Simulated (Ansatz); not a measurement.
Compare A (`C=CNCC`) with its isomer B (`CC(C)=CN`).

Program: Ansatz. Geometries: PBE0-D4/def2-TZVP. ΔE: electronic, gas phase. CBS: MP2 limit from def2 TZ/QZ plus the TZ coupled-cluster correction, frozen cores. Functionals use def2-TZVPP. B3LYP here is the variant with VWN-RPA as its local correlation; programs differ in this. Each species was taken in one conformer, which may not be the lowest.

(1) Which isomer does CCSD(T)/CBS put lower? Give the gap. (Estimate.)

(2) Give E(B) − E(A) in kcal/mol with PBE-D4, CCSD/def2-TZVPP, CCSD(T)/def2-TZVPP, HF/def2-TZVPP, r2SCAN-D4, B3LYP-D4, B2PLYP. (Estimate.)

Largest T1 diagnostic: 0.011.

Answers

(1) Computed: B, by 8.5 kcal/mol.

(2) The calculation gave: PBE-D4 -8.4, CCSD/def2-TZVPP -8.0, CCSD(T)/def2-TZVPP -8.3, HF/def2-TZVPP -5.8, r2SCAN-D4 -8.2, B3LYP-D4 -7.6, B2PLYP -7.8. None reverses the order clearly.

In def2-TZVPP, CCSD(T) changes the Hartree–Fock value by −2.5 kcal/mol (the triples alone add −0.2 kcal/mol) and MP2 by −3.5 kcal/mol.
